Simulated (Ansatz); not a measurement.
Cost and result for the atomization energy of C₅H₁₀O₂ (`CCC(C)C(=O)O`) (17 atoms, 16 bonds).

```xyz
17

C    -0.9531    1.5397    1.0052
C    -1.0477    0.2445    0.2183
C     0.2407   -0.5764    0.2339
C     0.0844   -1.8844   -0.5364
C     1.4051    0.2089   -0.3135
O     2.4377    0.4222    0.2620
O     1.1784    0.6574   -1.5634
H    -0.6860    1.3511    2.0483
H    -1.9043    2.0755    0.9948
H    -0.1951    2.2078    0.5876
H    -1.8442   -0.3837    0.6303
H    -1.3218    0.4537   -0.8200
H     0.5134   -0.7970    1.2694
H    -0.7150   -2.4820   -0.0929
H     1.0019   -2.4761   -0.5114
H    -0.1720   -1.6923   -1.5801
H     1.9777    1.1311   -1.8320
```

The species carries charge 0 and has multiplicity 1. The structure was optimised at the PBE0-D4/def2-TZVP level. It is one conformer, not always the lowest. Program: Ansatz. All runs use 2 threads of an AMD EPYC 7R13 on a shared host and a share of an NVIDIA H100 80 GB. Times are those of one run each, without the atoms' runs, and a repeat can differ threefold. Electronic energies, without spin–orbit coupling; frozen cores. CCSD(T)/CBS adds CCSD(T) − MP2 in def2-TZVPP to the MP2 limit, and its time is that of the two runs behind it. T1 = 0.013. B3LYP takes the VWN-RPA correlation (the form of Gaussian; ORCA's B3LYP/G).

CCSD(T)/CBS is a level of theory with its own doubt, some kJ/mol a heavy atom from the limit and from the frozen cores, so smaller differences don't rank the functionals.

```json
{"level": "LDA (SPW92)/def2-TZVPP", "functions": "357", "wall time": "1.7 s", "atomization (kJ/mol)": "8125.8", "difference from CCSD(T)/CBS": "1070.4", "per bond": "66.9"}
{"level": "PBE-D4/def2-TZVPP (with forces)", "functions": "357", "wall time": "1.8 s", "atomization (kJ/mol)": "7240.5", "difference from CCSD(T)/CBS": "185.1", "per bond": "11.6"}
{"level": "PBE0-D4/def2-TZVPP", "functions": "357", "wall time": "2.2 s", "atomization (kJ/mol)": "7103.5", "difference from CCSD(T)/CBS": "48.1", "per bond": "3.0"}
{"level": "BHLYP-D4/def2-TZVPP", "functions": "357", "wall time": "2.7 s", "atomization (kJ/mol)": "6833.5", "difference from CCSD(T)/CBS": "-221.9", "per bond": "-13.9"}
{"level": "r2SCANh-D4/def2-TZVPP", "functions": "357", "wall time": "2.8 s", "atomization (kJ/mol)": "7039.2", "difference from CCSD(T)/CBS": "-16.2", "per bond": "-1.0"}
{"level": "CAM-B3LYP-D4/def2-TZVPP", "functions": "357", "wall time": "3.7 s", "atomization (kJ/mol)": "7090.0", "difference from CCSD(T)/CBS": "34.6", "per bond": "2.2"}
{"level": "CCSD(T)/def2-SVP", "functions": "148", "wall time": "3.9 s", "atomization (kJ/mol)": "6780.1", "difference from CCSD(T)/CBS": "-275.3", "per bond": "-17.2"}
{"level": "B2PLYP/def2-TZVPP", "functions": "357", "wall time": "4.3 s", "atomization (kJ/mol)": "6989.5", "difference from CCSD(T)/CBS": "-65.9", "per bond": "-4.1"}
{"level": "B3LYP-D4/def2-TZVPP (with forces)", "functions": "357", "wall time": "4.8 s", "atomization (kJ/mol)": "7052.5", "difference from CCSD(T)/CBS": "-2.9", "per bond": "-0.2"}
{"level": "ωB97X-V/def2-TZVPP", "functions": "357", "wall time": "5.5 s", "atomization (kJ/mol)": "7068.4", "difference from CCSD(T)/CBS": "13.0", "per bond": "0.8"}
{"level": "MP2/def2-QZVPP", "functions": "699", "wall time": "8 s", "atomization (kJ/mol)": "7118.0", "difference from CCSD(T)/CBS": "62.6", "per bond": "3.9"}
{"level": "CCSD(T)/def2-TZVPP", "functions": "357", "wall time": "18 s", "atomization (kJ/mol)": "6893.2", "difference from CCSD(T)/CBS": "-162.2", "per bond": "-10.1"}
{"level": "CCSD(T)/CBS(def2)", "functions": "–", "wall time": "26 s", "atomization (kJ/mol)": "7055.4", "difference from CCSD(T)/CBS": "0.0", "per bond": "0.0"}
```

The D4 term adds +55.1 kJ/mol with B3LYP and +29.5 kJ/mol with PBE0; it sums over pairs of atoms, weighted by their polarisabilities, and B3LYP, whose exchange is more repulsive, gets the larger term. In def2-TZVPP, CCSD(T) changes the Hartree–Fock value by +1732.4 kJ/mol (the triples alone add +106.0 kJ/mol) and MP2 by +1862.2 kJ/mol; breaking electron pairs costs correlation energy, which Hartree–Fock lacks. At CCSD(T), def2-SVP lies −275.3 kJ/mol from the extrapolated value and def2-TZVPP −162.3 kJ/mol: correlation converges slowly with the basis, and small sets miss more of it in the bonded molecule than in its fragments.
